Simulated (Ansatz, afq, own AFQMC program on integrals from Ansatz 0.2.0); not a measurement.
Two steps: Ansatz 0.2.0 writes the Fock matrix and Cholesky factors of the valence space, and afq projects on them the lowest state that overlaps trial and start.

```yaml
crystal:
  periodic: [false, false, false]
  atoms:
    - {symbol: Si, position_ang: [0.000000, 0.000000, 0.000000]}
    - {symbol: H, position_ang: [0.855850, 0.858745, 0.856831]}
    - {symbol: H, position_ang: [-0.859551, -0.854424, 0.857445]}
    - {symbol: H, position_ang: [-0.854730, 0.855535, -0.861149]}
    - {symbol: H, position_ang: [0.858431, -0.859856, -0.853127]}
basis:
  gaussian: {orbitals: cc-pVDZ}
magnetization: {spin_polarized: false}
correlation: {method: ccsd_t, electrons: outside_noble_gas, hamiltonian_folder: ham}
```

```sh
$ ansatz run in.yaml --threads 1 --pin off --events-out ev --progress --plain --max-ram 1843MiB
```

afq runs on the folder ham with

```
--method phaseless --trial cisd --walkers 90 --populations 1 --least-time 40 --time-step 0.005 --steps-per-block 50 --equilibration-blocks 28 --max-blocks 300 --target-error 0.00034 --factor-cut 1e-05 --seed 8979 --release-times 0.24,0.51,0.99,1.62,2.4 --release-step 0.03 --release-every 4 --taylor-order 6
```

Times are imaginary, in 1/Eh. The walk had a cap of 490 s.

Log:

```
orbitals 33  electrons 4 4  factors 243 of 353
reference energy -291.24290433 Eh
CCSD correlation -0.14739932 Eh in 8 cycles, weight of the determinant in the CISD state 0.9216
energy of the start -291.390304 Eh
 block  time / (1/Eh)  mean weight  energy / Eh
     1     0.250  1.0009  -291.388964
     2     0.500  0.9994  -291.389326
     3     0.750  0.9999  -291.390543
     4     1.000  1.0001  -291.392340
     5     1.250  0.9992  -291.392838
    10     2.500  0.9990  -291.391922
    29     7.250  0.9995  -291.393756
    49    12.250  0.9996  -291.393698
    69    17.250  1.0006  -291.393688
    89    22.250  0.9994  -291.393886
   109    27.250  0.9991  -291.394131
   125    31.250  0.9988  -291.391600
   129    32.250  1.0006  -291.393770
   149    37.250  0.9979  -291.392380
   169    42.250  1.0005  -291.393842
   181    45.250  0.9992  -291.396073
   185    46.250  0.9996  -291.394420
blocks merged  error / Eh  count
     1  0.000075  160
     2  0.000093  80
     4  0.000114  40
     8  0.000123  20
    16  0.000142  10
released: time / (1/Eh)  energy / Eh  error  mean overlap
  0.24  -291.393454  0.000132  1.0034
  0.51  -291.393397  0.000122  1.0019
  0.99  -291.393397  0.000128  1.0077
  1.62  -291.393395  0.000142  0.9975
  2.40  -291.393534  0.000173  0.9820
energy -291.393476 +/- 0.000123 Eh
(rows thinned)
```

The run passed its tests (sampling time, drift between the halves within three errors, error under three times the target), which doesn't prove that it has relaxed.

Against this walk (error 3.4 meV) on the same determinant: CCSD(T) 19.7 meV higher, CCSDT(Q) 2.2 meV higher (within the noise). The error is statistical and leaves out the bias of the constraint. Released to 2.40 1/Eh the energy moves by -2 ± 6 meV (both errors), within twice the noise.

Cautions: constraint bias not in the error.

The walk took 82 s on 1 thread of Intel(R) Xeon(R) 6975P-C (Granite Rapids) (shared host). The log's last line is the phaseless energy.

CCSDT and higher add their correlation energy to the determinant of the CCSD(T) run, since their own runs factorise the integrals more tightly (a shift of under 2 meV). A walk keeps the symmetry of its determinant, which the program's search chose and which needn't be the lowest solution, so a lower state of the same spin and another symmetry isn't excluded.
